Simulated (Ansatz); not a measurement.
Reactions of C$_{4}$H$_{4}$F$_{2}$ (`FCC#CCF`).

Computed with Ansatz on PBE0-D4/def2-TZVP structures; ΔE is electronic, products minus reactants. CBS: MP2 limit from def2 TZ/QZ plus the TZ coupled-cluster correction, frozen cores. This one scheme is used for every species, atoms too. Double bonds are as drawn, so ΔE can hold a change between cis and trans. DFT in def2-TZVPP. No spin–orbit coupling; open shells (•) take unrestricted orbitals. Spin–orbit coupling would lower the free atoms: a little for C, F. Each species was taken in one conformer, which may not be the lowest.

| reaction | B2PLYP (kcal/mol) | CCSD(T)/CBS(def2) (kcal/mol) |
| --- | --- | --- |
| `FCC#CCF` → 4 C• + 2 F• + 4 H• | 1002.8 | 1007.4 |
| `FCC#CCF` → `F[C@@H]1C=C[C@H]1F` | -8.5 | -12.2 |
| `FCC#CCF` + `C=C` → `C=CC#CCF` + `CF` | -5.4 | -5.0 |
| `FCC#CCF` → `FC1=CC(F)C1` | -10.7 | -13.9 |
| `FCC#CCF` → `FC1(F)C=CC1` | -15.4 | -19.6 |
| `FCC#CCF` + H₂ → `CC#CCF` + H–F | -28.0 | -29.9 |
| `FCC#CCF` + CH₄ → `CC#CCF` + `CF` | 0.4 | 0.0 |
| `FCC#CCF` → `C=CC=C(F)F` | -22.3 | -22.7 |
| `FCC#CCF` → `C=C/C(F)=C\F` | -15.4 | -16.2 |
| `FCC#CCF` → `F/C=C\C=C/F` | -19.8 | -20.2 |

Largest T1 diagnostic: 0.013, for `F/C=C\C=C/F`.
